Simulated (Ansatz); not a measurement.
Basis-set extrapolation for `[NH2][Na]` (PBE0-D4/def2-TZVP geometry, frozen core, the Gaussian-basis code of Ansatz). Multiplicity 1, RHF reference. For Na the program correlates outer-core shells too, which these sets cover unevenly, so the extrapolated numbers aren't a true limit.

```tsv
	def2-TZVPP	def2-QZVPP
HF	-217.463397	-217.474110
MP2 correlation	-0.408184	-0.451312
CCSD(T) correlation	-0.431304	-0.475657
```

Energies in hartree. Use E(X) = E(∞) + A·exp(−7.88·√X) for Hartree–Fock and E(X) = E(∞) + B·X^(−2.97) for correlation, with X = 3 and 4.

Problem. What is the CCSD(T) energy at the basis-set limit?

Solution. HF limit: -217.474110 + (-0.010713) × 0.13774 = -217.47559. Correlation limit: -0.475657 + (-0.044353) × 0.74074 = -0.50851. Total: -217.98410 hartree, 234.7 kJ/mol below CCSD(T)/def2-TZVPP.
